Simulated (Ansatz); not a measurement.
A made-up structure of CH$_{6}$Al$_{2}$, singlet:

```tsv
atom	x (Å)	y (Å)	z (Å)
C1	-0.5563	1.5384	-0.6853
Al2	0.2232	-0.2613	-0.6961
Al3	0.5312	-1.7335	1.4182
H4	0.1391	2.2528	-1.1399
H5	-1.4597	1.5541	-1.3060
H6	0.8313	-1.9014	2.8988
H7	0.6799	-0.8196	-2.1250
H8	1.8602	-1.6922	2.3040
H9	-0.5937	-2.7487	1.9247
```

It is relaxed with PBE-D4/def2-SVP and then PBE0-D4/def2-TZVP (Ansatz 0.2.0). Atoms count as bonded within 1.22 times the sum of their covalent radii (H–H: 0.88 Å). The end point is not checked to be a true minimum.

Question: Does its bonding change? (Judge from chemistry; the calculation decides.)

Answer: Computed: Yes. Formed: C1–Al3, H6–H8; broken: Al3–H6, Al3–H8.

Where it ends: The first stage lowers the energy by 3.65 eV in 31 steps. It ends as a complex of CH₄Al₂ ([CH2]1[AlH][AlH]1) + H₂:
C1  (-0.494, 0.355, -0.219)
Al2  (0.552, -0.723, -1.472)
Al3  (-0.188, -1.321, 0.774)
H4  (0.390, 0.903, 0.193)
H5  (-1.323, 1.059, -0.293)
H6  (1.096, -0.650, 2.619)
H7  (0.913, -0.657, -3.023)
H8  (1.589, -0.676, 2.042)
H9  (-0.879, -2.103, 1.973)
(Å)

Labels in which every atom is bracketed show which atoms are joined, not bond orders.

For scale, one of the runs: PBE0-D4/def2-TZVP relaxation, 141 basis functions, launched by `ansatz run in.yaml --threads 2 --pin off --events-out ev --progress --plain --max-ram 4352MiB`. The run took about 27 s on 2 CPU threads of an Arm Neoverse V2 (shared host).
